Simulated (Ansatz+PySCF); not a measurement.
Results of a calculation; reference values are marked as such.
This PySCF input gave a total energy of -40.09159 hartree.

```python
from pyscf import gto, scf

mol = gto.M(atom="""
C 0.000000 0.000000 0.000000
H 0.950980 0.950980 0.950980
H 0.633990 -0.633990 -0.633990
H -0.633990 0.633990 -0.633990
H -0.633990 -0.633990 0.633990
""", basis='6-31g', charge=0, spin=0)
mf = scf.UHF(mol)
mf.init_guess = 'atom'
mf.kernel()
while True:  # follow internal instabilities
    mo, _, stable, _ = mf.stability(return_status=True)
    if stable: break
    mf.kernel(mf.make_rdm1(mo, mf.mo_occ))
print(mf.converged, mf.e_tot, mf.spin_square()[0])
```

Q: Write an input for Ansatz with the same method and basis set.

A:

```yaml
crystal:
  periodic: [false, false, false]
  atoms:
    - { symbol: C, position_ang: [0.0, 0.0, 0.0] }
    - { symbol: H, position_ang: [0.95098, 0.95098, 0.95098] }
    - { symbol: H, position_ang: [0.63399, -0.63399, -0.63399] }
    - { symbol: H, position_ang: [-0.63399, 0.63399, -0.63399] }
    - { symbol: H, position_ang: [-0.63399, -0.63399, 0.63399] }
basis:
  gaussian: { orbitals: "6-31G" }
magnetization:
  spin_polarized: true
hamiltonian:
  xc: hf
```

Ansatz (development build ahead of 0.2.0) gave -40.09159 hartree, 0.00 meV from the first.
